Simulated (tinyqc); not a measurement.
Inside a calculation. Method: CIS and TDHF on RHF in the sto-3g basis, frozen core, for HF, spin multiplicity 1. One step of it, computed by the program tinyqc.

Question. TDHF (RPA) triplet states. B(ia,jb) = - (ib|ja); the squared energies are the eigenvalues of (A - B)(A + B); 1 hartree = 27.211386 eV.

CIS matrix A, triplet (hartree), order 2>6, 3>6, 4>6, 5>6:
$$\begin{pmatrix}
1.210451 & -0.054494 & 0.000000 & 0.000000 \\
-0.054494 & 0.298822 & 0.000000 & 0.000000 \\
0.000000 & 0.000000 & 0.266084 & 0.000000 \\
0.000000 & 0.000000 & 0.000000 & 0.266084
\end{pmatrix}$$

Two-electron integrals over orbitals (pq|rs), unique and non-zero (hartree); the lowest 1 orbital is frozen and left out:
```
(22|22) 0.865365    (32|22) -0.040830   (32|32) 0.144454    (33|22) 0.715292
(33|32) -0.024182   (33|33) 0.704918    (42|42) 0.186830    (43|42) -0.033260
(43|43) 0.039098    (44|22) 0.889520    (44|32) -0.072146   (44|33) 0.704119
(44|44) 0.997514    (52|52) 0.186830    (53|52) -0.033260   (53|53) 0.039098
(54|54) 0.053770    (55|22) 0.889520    (55|32) -0.072146   (55|33) 0.704119
(55|44) 0.889973    (55|55) 0.997514    (62|22) -0.101303   (62|32) -0.067408
(62|33) -0.025749   (62|44) -0.099512   (62|55) -0.099512   (62|62) 0.092495
(63|22) -0.213365   (63|32) 0.088063    (63|33) -0.103148   (63|44) -0.229353
(63|55) -0.229353   (63|62) 0.044215    (63|63) 0.213354    (64|42) -0.033384
(64|43) -0.020065   (64|64) 0.029890    (65|52) -0.033384   (65|53) -0.020065
(65|65) 0.029890    (66|22) 0.653869    (66|32) 0.054494    (66|33) 0.658879
(66|44) 0.634533    (66|55) 0.634533    (66|62) -0.058968   (66|63) -0.022048
(66|66) 0.690758
```

Give: TDHF matrix B, triplet; squared energies w^2; TDHF energies from the positive w^2.

Answer.

TDHF matrix B, triplet (hartree), order 2>6, 3>6, 4>6, 5>6:
$$\begin{pmatrix}
-0.092 & -0.044 & 0.000 & 0.000 \\
-0.044 & -0.213 & 0.000 & 0.000 \\
0.000 & 0.000 & -0.030 & 0.000 \\
0.000 & 0.000 & 0.000 & -0.030
\end{pmatrix}$$

squared energies w^2 (hartree^2): [0.039, 0.070, 0.070, 1.463]

TDHF energies from the positive w^2 (eV): [5.382, 7.195, 7.195, 32.917]
